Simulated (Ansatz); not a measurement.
H7NSi2 can be A, `[SiH3]N[SiH3]`, or B, `N[SiH2][SiH3]`.

Computed with Ansatz on PBE0-D4/def2-TZVP structures; ΔE is electronic, products minus reactants. CCSD(T)/CBS is extrapolated from def2-TZVPP and def2-QZVPP, frozen cores. DFT in def2-TZVPP. Each species was taken in one conformer, which may not be the lowest.

Problem. Which is lower in electronic energy at CCSD(T)/CBS, and by how much? (An estimate is asked.)

Solution. Computed: A, by 58.5 kJ/mol.

Problem. Give E(B) − E(A) in kJ/mol with PBE0-D4, LDA (SPW92), CCSD(T)/def2-TZVPP, BLYP-D4, CCSD/def2-TZVPP, B2PLYP, HF/def2-TZVPP. (Best estimate.)

Solution. The calculation gave: PBE0-D4 43.2, LDA (SPW92) 38.9, CCSD(T)/def2-TZVPP 58.6, BLYP-D4 51.5, CCSD/def2-TZVPP 60.4, B2PLYP 59.8, HF/def2-TZVPP 73.5. None reverses the order clearly.

Largest T1 diagnostic: 0.011.

In def2-TZVPP, CCSD(T) changes the Hartree–Fock value by −14.9 kJ/mol (the triples alone add −1.8 kJ/mol) and MP2 by −7.1 kJ/mol. From BLYP to BHLYP (50 % exact exchange), in def2-TZVPP and without D4, E(B) − E(A) moves by +14.0 kJ/mol.
